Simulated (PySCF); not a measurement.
# Working with the constants of SH

PBE0 constants of SH, ²Π (doublet), unpaired electrons π ↑ (basis H def2-TZVP, S def2-TZVP; no relativity; PySCF 2.14; masses 1.0078 and 31.9721 u):

- ωe: 2704.8 cm⁻¹
- ωexe: 43.5 cm⁻¹
- Be: 9.527 cm⁻¹
- αe: 0.262 cm⁻¹
- De to H + S: 3.74 eV

(1) What force constant and bond length do these constants imply?

(2) Estimate the centrifugal constant D from the Kratzer relation and find the Dunham coefficient a1.

The state is the lowest determinant that a PBE0 search found; another state may lie lower at other levels.

Results:

(1) Reduced mass μred = 0.97703 u; k = 5.8918×10⁻⁷·μred·ωe² (u, cm⁻¹, mdyn/Å) = 4.21 mdyn/Å; Re = √(16.8576/(μred·Be)) (u, cm⁻¹, Å) = 1.346 Å.

(2) D = 4Be³/ωe² = 0.000473 cm⁻¹; a1 = −1 − αeωe/(6Be²) = -2.30.
